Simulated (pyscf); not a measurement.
Routes from H₂Se (SMILES [SeH2]) + SiH₄ (SMILES [SiH4])

Candidate steps break at most two bonds and form at most two. Each was searched with GFN2-xTB (tblite) first. Single points on ωB97X-D3(BJ)/def2-SVP structures (PySCF, gas phase). Energies: ωB97M-D3(BJ)/def2-TZVP, kcal/mol, from the separated reactants, singlet surface; ΔG‡ with ideal gas, 1 atm, RRHO with modes under 100 cm⁻¹ raised to 100, one conformer, R ln 2 for chiral ones without a mode under 150 cm⁻¹.

```
products                       type   ΔE‡    ΔE  ΔG‡ 298 K  ΔG‡ 900 K  ν‡ (cm⁻¹)
-------------  --------------------  ----  ----  ---------  ---------  ---------
H₃Si–SeH + H₂  four-centre exchange  48.9  -8.0       56.7       73.3      1380i
H₂Se + SiH₄    four-centre exchange  87.8   0.0       95.7      113.3      1514i
```

Plain bond fissions and candidates not yet searched are not listed, and one of them may be faster. Each barrier is that of the saddle found; lower ones may exist. Elements up to Kr have no core potential and no relativistic terms here.
